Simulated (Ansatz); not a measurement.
# Structure relaxation of AgPPt5

These are results of DFT r2SCAN, scalar-relativistic, plane waves, PAW (Ansatz 0.2.0), not measurements. Cutoff 500 eV, Γ-centred k mesh, Gaussian smearing, no spin polarisation in the final step.

This is the end of a relaxation of cell and atoms.

```xyz
7
Lattice="3.9169 0.0000 0.0000 0.0000 3.9169 0.0000 0.0000 0.0000 7.0759" Properties=species:S:1:pos:R:3 pbc="T T T"
Ag    1.9584    1.9584    0.0000
P     0.0000    0.0000    3.5379
Pt    0.0000    0.0000    0.0000
Pt    1.9584    0.0000    4.9679
Pt    0.0000    1.9584    4.9679
Pt    1.9584    0.0000    2.1080
Pt    0.0000    1.9584    2.1080
```

Energies over the elements count from the elements' standard structures at the same level, with no empirical corrections.

Problem. What space group does it have?

Solution. P4/mmm (No. 123). Conventional cell: a = 3.917 Å, c = 7.076 Å. Ag has 12 Pt at 2.77–2.88 Å; around P lie 8 Pt at 2.42 Å; around Pt on Wyckoff site a (1 atom of the primitive cell) lie 4 Ag at 2.77 Å and 8 Pt at 2.88 Å; Pt on Wyckoff site i (4 atoms of the primitive cell) is coordinated by 2 P at 2.42 Å, 7 Pt at 2.77–2.88 Å and 2 Ag at 2.88 Å.

Problem. What is its formation energy per atom?

Solution. -0.22 eV/atom.

Problem. Is it a metal?

Solution. Yes, bands cross the Fermi level on the 10×10×6 mesh.

The final run used a 10×10×6 mesh on its 7-atom cell and 0.10 eV smearing. For metals, differences of a few meV/atom aren't resolved. Spin–orbit coupling is left out.

Cost: 3 runs of about 9.8 core-minutes in all, on Arm Neoverse V1 (shared hosts).